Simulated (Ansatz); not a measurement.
System: LaGaO3 (Pnma, No. 62). Method: r²SCAN (plane waves, PAW; Ansatz, a first-principles code).

Settings: plane-wave cutoff 560 eV, 6×6×6 k mesh, Fermi–Dirac smearing 0.01 eV, scalar-relativistic PAW data made under PBE.

Cell (relaxed with PBEsol):

```yaml
crystal:
  lattice:
    - [5.49588, 0.00000, 0.00000]
    - [0.00000, 7.76706, 0.00000]
    - [0.00000, 0.00000, 5.50041]
  atoms:
    - { symbol: La, position: [0.47226, 0.75000, 0.49328] }
    - { symbol: La, position: [0.52774, 0.25000, 0.50672] }
    - { symbol: La, position: [0.02774, 0.25000, 0.99328] }
    - { symbol: La, position: [0.97226, 0.75000, 0.00672] }
    - { symbol: Ga, position: [0.50000, 0.50000, 0.00000] }
    - { symbol: Ga, position: [0.00000, 0.50000, 0.50000] }
    - { symbol: Ga, position: [0.00000, 0.00000, 0.50000] }
    - { symbol: Ga, position: [0.50000, 0.00000, 0.00000] }
    - { symbol: O, position: [0.27961, 0.46041, 0.72114] }
    - { symbol: O, position: [0.72039, 0.53959, 0.27886] }
    - { symbol: O, position: [0.22039, 0.53959, 0.22114] }
    - { symbol: O, position: [0.77961, 0.46041, 0.77886] }
    - { symbol: O, position: [0.77961, 0.03959, 0.77886] }
    - { symbol: O, position: [0.22039, 0.96041, 0.22114] }
    - { symbol: O, position: [0.72039, 0.96041, 0.27886] }
    - { symbol: O, position: [0.27961, 0.03959, 0.72114] }
    - { symbol: O, position: [0.48822, 0.25000, 0.07335] }
    - { symbol: O, position: [0.51178, 0.75000, 0.92665] }
    - { symbol: O, position: [0.01178, 0.75000, 0.57335] }
    - { symbol: O, position: [0.98822, 0.25000, 0.42665] }
```

**Question.** Give the computed band gap and smallest direct gap on the k points sampled.

**Answer.** 
- band gap = 4.46 eV
- smallest direct gap on the k points sampled = 4.58 eV

Note: cell and atoms aren't relaxed at this level (largest force component 0.13 eV/Å, pressure 2.2 GPa).

Spin–orbit coupling is not included.

Computed values are for the static lattice.
